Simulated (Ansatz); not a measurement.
This script makes a ladder of basis sets of CSi with the Ansatz DFT code, driven from Python.

The script, `basis_csi.py`:
```python
import warnings

import ansatz
from ase import Atoms

warnings.simplefilter("ignore", ansatz.DeckWarning)

atoms = Atoms(["Si", "C"], positions=[
    (0.0, 0.0, 0.0),
    (0.0, 0.0, 1.825),
])
csi = ansatz.Crystal.molecule_from_ase(atoms)

base = (
    csi.calculation()
    .functional("pbe0")
    .spin("collinear", total=2)
)

energies = {}
for basis in ["STO-3G", "6-31G", "6-31G*", "def2-SVP", "def2-SVPD", "def2-TZVP", "def2-TZVPP"]:
    rep = base.basis(gaussian=basis).run(threads=1).report
    size = rep["n_frozen"] + rep["n_occupied"][0] + rep["n_virtual"][0]
    energies[basis] = (rep["reference_energy_ev"] / 27.211386246, rep["free_energy_ev"] / 27.211386246)
    print(f"{basis:14s} {size:4d} orbitals  reference {energies[basis][0]:14.6f} Ha  total {energies[basis][1]:14.6f} Ha")

last = energies["def2-TZVPP"][1]
for basis, (_, total) in energies.items():
    print(f"{basis:14s} lies {27.211386 * (total - last):9.4f} eV above def2-TZVPP")
```

How far does the total energy move along this ladder of basis sets?

Against STO-3G: 6-31G -3832.7 mHa, 6-31G* -3855.1 mHa, def2-SVP -3748.2 mHa, def2-SVPD -3750.8 mHa, def2-TZVP -3891.1 mHa and def2-TZVPP -3891.2 mHa. The last step alone is -0.06 mHa (these two sets differ little on atoms other than hydrogen).

What the script printed:

Output of `python basis_csi.py`:
```text
STO-3G           14 orbitals  reference    -323.320077 Ha  total    -323.320077 Ha
6-31G            22 orbitals  reference    -327.152822 Ha  total    -327.152822 Ha
6-31G*           34 orbitals  reference    -327.175136 Ha  total    -327.175136 Ha
def2-SVP         32 orbitals  reference    -327.068276 Ha  total    -327.068276 Ha
def2-SVPD        44 orbitals  reference    -327.070870 Ha  total    -327.070870 Ha
def2-TZVP        68 orbitals  reference    -327.211188 Ha  total    -327.211188 Ha
def2-TZVPP       73 orbitals  reference    -327.211250 Ha  total    -327.211250 Ha
STO-3G         lies  105.8842 eV above def2-TZVPP
6-31G          lies    1.5899 eV above def2-TZVPP
6-31G*         lies    0.9827 eV above def2-TZVPP
def2-SVP       lies    3.8905 eV above def2-TZVPP
def2-SVPD      lies    3.8199 eV above def2-TZVPP
def2-TZVP      lies    0.0017 eV above def2-TZVPP
def2-TZVPP     lies    0.0000 eV above def2-TZVPP
```

Reading the output:
- These settings explore the input space; basis and method may be short of convergence.
- The geometry is a force-field or estimated start, not a minimum of this method, and the last set is no limit. Much of the fall in a total is atomic energy, which cancels in bond and reaction energies.
- The species is open-shell (spin multiplicity 3).
- The expectation value of S² is noticeably off S(S+1) in at least one run, so that state is spin-contaminated.
- Totals across families of basis sets mostly measure their core functions.
- The spin state was assumed, and another may lie lower.
- It ran for 6.8 s on 1 thread of Intel(R) Xeon(R) 6975P-C (Granite Rapids), on a shared host, peak memory 0.22 GiB.

(Lines on the test bed's own set-up are left out of the output.)
